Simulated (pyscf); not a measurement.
PySCF, gas phase, ωB97X-D3(BJ)/def2-SVP geometries.

Task: `[NH2][SiH2][Cl]` + `[NH3]` → `[NH3]` + `[SiH][Cl]` [singlet] + `[NH3]`
Surface: singlet. Broken: N–Si, H–Si, H–N. Formed: H–N, H–N. Give ΔE‡ and ΔE from ωB97M-D3(BJ)/def2-TZVP, relative to the separated reactants.

Result: ΔE‡ = 1.90 eV, ΔE = +2.62 eV. Zero-point energy shifts the barrier by +0.05 eV. It is a multi-bond step, with an imaginary mode of 765i cm⁻¹. On the reactant side the descent ends in a complex (not fully relaxed), 0.27 eV under the separated species and 2.20 eV under the saddle at ωB97X-D3(BJ)/def2-TZVP. On the product side the descent ends in an adduct with a N–Si contact, 1.82 eV under the separated species and 0.92 eV under the saddle at ωB97X-D3(BJ)/def2-TZVP. At ωB97M-D3(BJ) the saddle lies under the separated products, which points to a path from their complex (located at ωB97X-D3(BJ) alone), and parting the products costs more than the saddle. What is counted as broken (N–Si) persists as a longer contact in the product adduct; parting that adduct is a step of its own. The same reactants have a lower exit, to H₂N–SiH(NH₂)–Cl + H₂ (barrier +1.48 eV at ωB97M-D3(BJ)/def2-TZVP, against +1.90 eV here). This is the saddle that the search found; another between the same sides may lie lower.
